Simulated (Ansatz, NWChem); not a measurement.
# Worked example: the enthalpy of formation of CH2Cl2 (dichloromethane)

CH2Cl2 has 5 atoms, charge 0, and is taken as a singlet. SMILES: `ClCCl`. The shape is that of a PBE0-D4/def2-TZVP optimisation.

Total energies at r2SCAN/aug-cc-pVDZ (NWChem 7.3.0); the atoms run unrestricted:

| species | state | energy (Eh) |
| --- | --- | --- |
| CH2Cl2 | singlet | -959.633850 |
| Cl | doublet | -460.110876 |
| C | triplet | -37.827842 |
| H | doublet | -0.499471 |

Harmonic wavenumbers at PBE0-D4/def2-TZVP, in cm⁻¹: 285, 732, 772, 904, 1178, 1288, 1461, 3128, 3205.

Measured heats of formation of the gaseous atoms at 298.15 K, in kJ/mol: Cl 121.3, C 716.9, H 218.0. Spin-orbit lowering of the atoms at 298 K (mean of the ground term's levels less their thermal mean, from spectra), in kJ/mol: Cl 3.44, C 0.02. Take 1 Eh = 2625.50 kJ/mol, 1 cm⁻¹ = 0.0119627 kJ/mol, RT = 2.479 kJ/mol.

Question: Work out the heat of formation of the gas at 298 K.

Answer: 
1. Electronic atomisation energy: 2 × (-460.110876) + (-37.827842) + 2 × (-0.499471) − (-959.633850) = 0.585314 Eh = 1536.7 kJ/mol.
2. Zero-point energy: half the sum of the wavenumbers, 6476.5 cm⁻¹ = 77.5 kJ/mol.
3. Thermal vibrational enthalpy, Σ hcν̃/(exp(hcν̃/kT) − 1): 1.9 kJ/mol. Translation, rotation and pV of a non-linear molecule: 4 RT = 9.9 kJ/mol.
4. The 5 free atoms carry 5/2 RT each: 31.0 kJ/mol.
5. Spin-orbit coupling lowers the free atoms by 2 × 3.44 + 0.02 = 6.9 kJ/mol.
6. Atomisation enthalpy at 298 K: 1536.7 − 6.9 − 77.5 − 1.9 − 9.9 + 31.0 = 1471.5 kJ/mol.
7. Sum of the atoms' heats of formation: 1395.5 kJ/mol. Heat of formation: 1395.5 − 1471.5 = -76.0 kJ/mol.

The tabulated value is -94.7 kJ/mol (Active Thermochemical Tables), so this level is off by +18.7 kJ/mol, or 1.3 % of the atomisation enthalpy that the table implies (1490.2 kJ/mol). Anharmonicity and any spin-orbit splitting of the molecule are left out.
